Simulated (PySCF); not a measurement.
# H3O+ (oxonium): levels of theory compared

Aim: a comparison of 6 runs (PBE/6-31G, PBE0/6-31G, UPBE0/6-31G, CCSDT(Q)/6-31G, CCSDTQ/6-31G, QCISD(T)/6-31G) of H3O+ (oxonium). The job is set up through a Python script.

The results are computed with PySCF 2.14.0.

5 further runs of the same task are left out: 5 set aside as unsound or not needed.

## (1) The structure to begin with

H3O+ has 4 atoms, charge +1, and is taken as a singlet. SMILES: `[OH3+]`. The O1–H3 distance was set to 1.475 Å, away from the relaxed value. At this shape a bond of the SMILES string is far longer than usual.

Bond lengths: O1–H2 0.983 Å, O1–H4 0.984 Å. Angles: H2–O1–H4 112.0°.

## (2) A single-point energy at PBE/6-31G (run 1)

Input file start.xyz:

```xyz
4
H3O
O      0.500782     0.091781     0.297493
H      0.518962     1.072241     0.370863
H     -0.413410    -0.366620    -0.765680
H      0.307862    -0.338999     1.160513
```

Input file calc.py:

```python
from pyscf import gto, dft

mol = gto.Mole()
mol.atom = 'start.xyz'
mol.verbose = 3
mol.spin = 0
mol.basis = '6-31g'
mol.charge = 1
mol.max_memory = 1860
mol.build()

calc0 = dft.RKS(mol, xc='pbe')
calc0.conv_tol = 1e-10
calc0.grids.level = 5
calc0.kernel()
if not calc0.converged:
    calc0 = calc0.newton().run(calc0.mo_coeff, calc0.mo_occ)

e_tot = calc0.e_tot
print('Final energy', e_tot)
```

Started as:

```bash
OMP_NUM_THREADS=1 python calc.py
```

Log:

```text
converged SCF energy = -76.5164260461186
Final energy -76.51642604611855
```

Run time: 1.3 s. Hardware: 1 thread of Arm Neoverse V2, shared host; peak memory 0.16 GiB.

## (3) A single-point energy at PBE0/6-31G (run 2)

Input file job.py:

```python
from pyscf import gto, dft

mol = gto.M(
    atom=[
    ('O', (0.500782, 0.091781, 0.297493)),
    ('H', (0.518962, 1.072241, 0.370863)),
    ('H', (-0.413410, -0.366620, -0.765680)),
    ('H', (0.307862, -0.338999, 1.160513)),
],
    max_memory=1860,
    charge=1,
    basis='6-31g',
    verbose=3,
)

mf = dft.RKS(mol)
mf.xc = 'pbe0'
mf.conv_tol = 1e-10
mf.grids.level = 5
mf.kernel()
if not mf.converged:
    mf = mf.newton().run(mf.mo_coeff, mf.mo_occ)

e_final = mf.e_tot
print('E = %.10f Eh' % e_final)
```

Started as:

```bash
OMP_NUM_THREADS=1 python job.py
```

Log:

```text
converged SCF energy = -76.5111957020126
E = -76.5111957020 Eh
```

Wall time 1.3 s (1 thread of Arm Neoverse V2, shared host); peak memory 0.16 GiB.

Runs 3 to 5 aren't shown in full; the table further down has their settings and results.

## (4) A single-point energy at QCISD(T)/6-31G (run 6)

start.xyz, as its differences from that of step 2:

```diff
@@ -1,3 +1,3 @@
 4
-H3O
+
 O      0.500782     0.091781     0.297493
```

Input file calc.py:

```python
from pyscf import gto, scf, cc

mol = gto.M(
    atom='start.xyz',
    max_memory=1860,
    basis='6-31g',
    charge=1,
    verbose=3,
)

calc0 = scf.RHF(mol)
calc0.conv_tol = 1e-10
calc0.kernel()
if not calc0.converged:
    calc0 = calc0.newton().run(calc0.mo_coeff, calc0.mo_occ)

mycc = cc.QCISD(calc0, frozen=1)
mycc.kernel()
e_t = mycc.qcisd_t()
e_tot = mycc.e_tot + e_t
print('Final energy', e_tot)
```

Started as:

```bash
OMP_NUM_THREADS=1 python calc.py
```

Log:

```text
converged SCF energy = -76.1779732058546
E(QCISD) = -76.33069109557604  E_corr = -0.1527178897214092
QCISD(T) correction = -0.00144680607687302
Final energy -76.33213790165291
```

Run time: 0.58 s. Hardware: 1 thread of Arm Neoverse V2, shared host; peak memory 0.1 GiB.

## (5) All runs side by side

```tsv
run	level	follow instability	integration grid	energy (Eh)	HOMO energy (eV)	LUMO energy (eV)	HOMO–LUMO gap (eV)	wall time
1	PBE/6-31G	–	5	-76.516426	-16.95	-11.79	5.16	1.3 s
2	PBE0/6-31G	–	5	-76.511196	-18.98	-10.61	8.36	1.3 s
3	UPBE0/6-31G	yes	5	-76.511196	-18.98	-10.61	8.36	4.5 s
4	CCSDT(Q)/6-31G	–	–	-76.332777	-24.01	-6.66	17.35	0.95 s
5	CCSDTQ/6-31G	–	–	-76.332718	-24.01	-6.66	17.35	43 s
6	QCISD(T)/6-31G	–	–	-76.332138	-24.01	-6.66	17.35	0.58 s
```

## (6) What came out

| quantity | value |
| --- | --- |
| run 6: total energy | -76.33214 Eh |
| run 6: HOMO energy (Hartree–Fock orbitals) | -24.01 eV |
| run 6: LUMO energy (Hartree–Fock orbitals) | -6.66 eV |
| run 6: HOMO–LUMO gap (Hartree–Fock orbitals) | 17.35 eV |
| run 6: correlation energy (1 core orbital frozen) | -154.2 mEh |
| run 6: (T) correction | -1.45 mEh |
| run 6: T1 diagnostic | 0.019 |

In words: Over runs 1, 2, 3 the HOMO–LUMO gap runs from 5.16 eV (PBE/6-31G) to 8.36 eV (PBE0/6-31G). Totals of different functionals can't be ranked against each other. All runs together took 52 s, the longest 43 s.
